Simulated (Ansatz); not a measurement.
A made-up structure of CH4BMg (charge -1), closed shell:

```
7
angstrom
B -2.0437 0.1618 -1.2418
Mg 0.1227 -0.0098 0.0744
C 2.0368 -0.1612 1.2375
H -2.6949 -0.8900 -1.8135
H -2.7229 1.3193 -1.4783
H 2.6636 -1.1957 1.4612
H 2.6385 0.7756 1.7603
```

It is relaxed with PBE-D4/def2-SVPD and then PBE0-D4/def2-TZVPD (Ansatz 0.2.0). Atoms count as bonded within 1.22 times the sum of their covalent radii (H–H: 0.88 Å). The end point is not checked to be a true minimum.

Does its bonding change? (A judgement: the text doesn't fix the answer.)

Computed: No: no bond forms or breaks.

Where it ends: The first stage lowers the energy by 1.02 eV in 5 steps. It ends as CH₄BMg ([BH2][Mg][CH2]), total charge -1:
B1  (-1.825, 0.145, -1.109)
Mg2  (0.109, -0.009, 0.066)
C3  (1.819, -0.144, 1.105)
H4  (-2.406, -0.795, -1.619)
H5  (-2.431, 1.178, -1.320)
H6  (2.378, -1.068, 1.305)
H7  (2.356, 0.693, 1.572)
(Å)

Labels in which every atom is bracketed show which atoms are joined, not bond orders.

For scale, one of the runs: PBE0-D4/def2-TZVPD relaxation, 145 basis functions, launched by `ansatz run in.yaml --threads 2 --pin off --events-out ev --progress --plain --max-ram 4352MiB`. The run took about 11 s on 2 CPU threads of an Intel Xeon Platinum 8488C (shared host).
